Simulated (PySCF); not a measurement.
Al₂O at several levels of theory

All levels use the PBE0 minimum (singlet; O–Al 1.705 Å (×2); Al–O–Al 180.0°), basis [O def2-TZVP, Al def2-TZVP], no relativity, density fitting, no spin–orbit coupling, PySCF. For vertical energies the ionised species is a doublet (spins chosen at PBE0 and kept) and the electron-attached one a doublet. Atomisation goes to high-spin ground-configuration atoms, without zero-point energy. Open shells are unrestricted, also as the reference of the correlated levels. A dash marks a value that was not computed or is not defined at that level.

Z-matrix (Å, degrees; charge 0 multiplicity 1):
```
O
Al 1 1.7048
Al 1 1.7048 2 180.00
```

| level | atomisation (kJ/mol) | vertical IP (eV) | vertical EA (eV) | −ε(HOMO) (eV) | gap (eV) |
| --- | --- | --- | --- | --- | --- |
| PBE0 | 1021 | 7.94 | -0.32 | 6.13 | 5.02 |
| HF | 739 | 7.61 | -1.31 | 8.06 | 9.64 |
| MP2 | 1081 | 8.09 | -0.81 | – | – |
| PBE | 1059 | 7.76 | -0.20 | 5.23 | 3.38 |
| CCSD(T) | 1027 | 8.28 | – | – | – |
| r2SCAN | 1045 | 7.80 | -0.14 | 5.40 | 3.66 |

For Al₂O itself CCSD(T) correlates 12 electrons; T1 = 0.017, D1 = 0.033, (T) = -38 kJ/mol.

(1) Which levels differ least and most from CCSD(T) in the atomisation?

Results:

(1) Least: PBE0 (-6 kJ/mol); most: HF (-288 kJ/mol). CCSD(T) atomisation energies in a triple-zeta basis lie tens of kJ/mol low, so this is no ranking by accuracy.

Without diffuse functions attachment energies tend to come out too low.
